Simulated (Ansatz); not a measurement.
The input, for Ansatz 0.2.0:

```yaml
crystal:
  periodic: [false, false, false]
  atoms:
    - {symbol: Ge, position_ang: [0.000000, 0.004847, 1.021232]}
    - {symbol: O, position_ang: [0.000000, -0.359730, -0.718378]}
    - {symbol: Si, position_ang: [0.000000, 0.137734, -2.282184]}
    - {symbol: H, position_ang: [0.000000, 1.522968, 1.396565]}
basis:
  gaussian: {orbitals: 6-31G}
total_charge: 1
magnetization: {spin_polarized: false, initial_magnetization: 8}
correlation: {method: sc_nevpt2, electrons: outside_noble_gas, active_space: {window: {electrons: 4, orbitals: 3}, states: [{multiplicity: 3, weights: [1, 1, 1, 1]}], root: 2}}
scf: {lower_state_search: full}
```

```sh
$ ansatz run in.yaml --threads 1 --pin off --events-out ev --progress --plain --max-ram 2393MiB
```

Q: One thing in this input was set wrong on purpose, beside settings that are merely unusual. What is the gravest fault, and what does the program do?

A: Far too many unpaired electrons. How the run ends: stopped by an error.
```
941 factors; integrals over basis functions are off by at most 6.9e-8 eV
mean field evaluation 1: about -66352.1386 eV, gradient 2.1e1 eV
mean field evaluation 2: about -66352.3075 eV, gradient 2.1e1 eV
mean field evaluation 4: about -66355.1215 eV, gradient 5.8e0 eV
mean field evaluation 8: about -66355.3845 eV, gradient 1.2e0 eV
mean field evaluation 16: about -66355.4093 eV, gradient 1.2e-6 eV
mean field evaluation 32: about -66355.0926 eV, gradient 1.7e-2 eV
mean field evaluation 64: about -66355.4093 eV, gradient 5.6e-2 eV
mean field evaluation 96: about -66355.3996 eV, gradient 9.9e-1 eV
mean field evaluation 128: about -66308.1141 eV, gradient 1.1e2 eV
mean field evaluation 160: about -66298.3294 eV, gradient 1.2e2 eV
mean field evaluation 192: about -66309.4664 eV, gradient 1.0e2 eV
mean field evaluation 224: about -66271.2680 eV, gradient 9.5e1 eV
mean field evaluation 256: about -66355.3826 eV, gradient 1.5e0 eV
mean field evaluation 288: about -66355.3881 eV, gradient 1.3e0 eV
mean field -66355.40934939 eV, -2438.5163162781 hartree, gradient 1.4e-6 eV, S^2 20.000000; 13 other end points of the search recorded, 0 dependent functions left out
reference -66355.40934939 eV, -2438.5163162781 hartree; 31, 23 occupied and 22, 30 virtual orbitals, 941 factors
Error: 4 electrons in 3 orbitals form no window around the highest filled level of the reference
```
